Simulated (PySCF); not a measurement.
NaCl, SMILES [Na][Cl]. Geometry: PBE-D3(BJ)/def2-TZVPD.

Problem. Give the equilibrium geometry at PBE-D3(BJ)/def2-TZVPD (PySCF confirms it by a frequency run) as Cartesian coordinates in Å, and its point group. (An estimate is asked for; the answer gives what the named calculation found.)

Solution. point group C∞v.
```xyz
2

Na     0.0000     0.0000    -1.4405
Cl     0.0000     0.0000     0.9321
```
Charge 0, spin multiplicity 1.
